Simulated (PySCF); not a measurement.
Species: 1,2,5-thiadiazole, C2H2N2S.
Bonds: C1–C2 (aromatic), C2–N3 (aromatic), N3–S4 (aromatic), S4–N5 (aromatic), C1–N5 (aromatic). Hydrogens: H6 on C1; H7 on C2.

The same species was optimised twice, with GFN2-xTB and with PBE0-D3(BJ)/def2-SVP (PySCF), and the same property calculations (PySCF, gas phase) were run on both structures.

```tsv
coordinate	GFN2-xTB	PBE0-D3(BJ)/def2-SVP	change
S4–N5 (Å)	1.620	1.642	+0.022
N3–S4 (Å)	1.620	1.642	+0.022
C1–C2 (Å)	1.408	1.428	+0.020
C1–H6 (Å)	1.074	1.093	+0.019
C2–H7 (Å)	1.074	1.093	+0.019
C1–N5 (Å)	1.313	1.314	+0.001
C2–N3 (Å)	1.313	1.314	+0.001
C1–N5–S4 (°)	108.8	107.2	-1.6
C2–N3–S4 (°)	108.9	107.2	-1.7
N3–S4–N5 (°)	96.8	98.3	+1.5
C2–C1–H6 (°)	127.1	126.0	-1.1
C1–C2–H7 (°)	127.0	126.1	-0.9
C1–C2–N3 (°)	112.7	113.7	+1.0
C2–C1–N5 (°)	112.8	113.7	+0.9
N5–C1–H6 (°)	120.1	120.3	+0.2
```

Rotational constants: A = 8915, B = 6254, C = 3676 MHz (GFN2-xTB) against A = 8547, B = 6286, C = 3622 MHz (PBE0-D3(BJ)/def2-SVP). Point groups within 0.08 Å: C2v and C2v.

On the GFN2-xTB structure: HOMO (eV) -8.17 [PBE0/pcSseg-1]; LUMO (eV) -1.59 [PBE0/pcSseg-1]; dipole (D) 1.46 [PBE0/pcSseg-1]; GIAO shielding of C1/C2 (mean) (ppm) 34.2 [PBE0/pcSseg-1]; GIAO shielding of N3/N5 (mean) (ppm) -135.1 [PBE0/pcSseg-1]; GIAO shielding of S4 (ppm) -24.9 [PBE0/pcSseg-1].

Problem. What do these properties become on the PBE0-D3(BJ)/def2-SVP structure?

Solution. 
```json
{"property": "HOMO (eV)", "level": "PBE0/pcSseg-1", "on GFN2-xTB": "-8.17", "on PBE0-D3(BJ)/def2-SVP": "-8.10", "change": "+0.07"}
{"property": "LUMO (eV)", "level": "PBE0/pcSseg-1", "on GFN2-xTB": "-1.59", "on PBE0-D3(BJ)/def2-SVP": "-1.69", "change": "-0.10"}
{"property": "dipole (D)", "level": "PBE0/pcSseg-1", "on GFN2-xTB": "1.46", "on PBE0-D3(BJ)/def2-SVP": "1.59", "change": "+0.13"}
{"property": "energy, GFN2-xTB geometry as zero (kcal/mol)", "level": "PBE0/pcSseg-1", "on GFN2-xTB": "0.0", "on PBE0-D3(BJ)/def2-SVP": "-1.1", "change": "-1.1"}
{"property": "GIAO shielding of C1/C2 (mean) (ppm)", "level": "PBE0/pcSseg-1", "on GFN2-xTB": "34.2", "on PBE0-D3(BJ)/def2-SVP": "31.1", "change": "-3.1"}
{"property": "GIAO shielding of N3/N5 (mean) (ppm)", "level": "PBE0/pcSseg-1", "on GFN2-xTB": "-135.1", "on PBE0-D3(BJ)/def2-SVP": "-139.5", "change": "-4.4"}
{"property": "GIAO shielding of S4 (ppm)", "level": "PBE0/pcSseg-1", "on GFN2-xTB": "-24.9", "on PBE0-D3(BJ)/def2-SVP": "-66.3", "change": "-41.4"}
```

The heavy atoms differ by 0.021 Å rms after alignment. Among all bonds N3–S4 and S4–N5 change most and about equally (+0.022 Å). Changes are differences of the printed values. Neither structure is proved a minimum here.
